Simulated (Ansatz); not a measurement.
```yaml
crystal:
  periodic: [false, false, false]
  atoms:
    - {symbol: Fe, position_ang: [0.000000, 0.000000, 0.000000]}
    - {symbol: O, position_ang: [0.843827, 0.845762, 0.844573]}
    - {symbol: O, position_ang: [-0.846326, -0.842969, 0.844865]}
    - {symbol: O, position_ang: [-0.843114, 0.843678, -0.847365]}
    - {symbol: O, position_ang: [0.845613, -0.846471, -0.842073]}
basis:
  gaussian: {orbitals: def2-TZVP}
hamiltonian: {xc: pbe0}
relax: {f_tol: 0.004, max_steps: 80}
```

```sh
$ ansatz run in.yaml --threads 1 --pin off --events-out ev --progress --plain --max-ram 2176MiB
```

Steps of the relaxation (energy above the last step; positions in Å, forces in eV/Å):

```
5
step 1, 1233.3 meV
Fe    0.000    0.000    0.000    0.000    0.000    0.000
O     0.844    0.846    0.845    4.110    4.120    4.114
O    -0.846   -0.843    0.845   -4.122   -4.106    4.115
O    -0.843    0.844   -0.847   -4.107    4.109   -4.127
O     0.846   -0.846   -0.842    4.119   -4.123   -4.102
```

```
5
step 2, 226.6 meV
Fe    0.000    0.000    0.000    0.000    0.000    0.000
O     0.874    0.876    0.875    1.585    1.589    1.586
O    -0.876   -0.873    0.875   -1.590   -1.583    1.587
O    -0.873    0.874   -0.878   -1.584    1.585   -1.592
O     0.876   -0.877   -0.872    1.588   -1.590   -1.582
```

```
5
step 3, 6.0 meV
Fe    0.000    0.000    0.000    0.000    0.000    0.000
O     0.895    0.897    0.895    0.239    0.240    0.240
O    -0.897   -0.894    0.896   -0.240   -0.239    0.240
O    -0.894    0.894   -0.898   -0.239    0.239   -0.240
O     0.896   -0.897   -0.893    0.240   -0.240   -0.239
```

```
5
step 5, 0.0 meV
Fe    0.000    0.000    0.000    0.000    0.000    0.000
O     0.899    0.901    0.900    0.000    0.000    0.000
O    -0.901   -0.898    0.900    0.000    0.000    0.000
O    -0.898    0.899   -0.902    0.000    0.000    0.000
O     0.901   -0.902   -0.897    0.000    0.000    0.000
```

Close pairs at the end: Fe1–O2 1.558 Å, Fe1–O4 1.558 Å, Fe1–O5 1.558 Å, Fe1–O3 1.558 Å.

A stationary point of restricted PBE0 after 5 steps (its stability towards spin polarisation wasn't tested); no frequencies were run, so it isn't proven a minimum. 30 s on 1 thread of AMD EPYC 9R14, shared host.
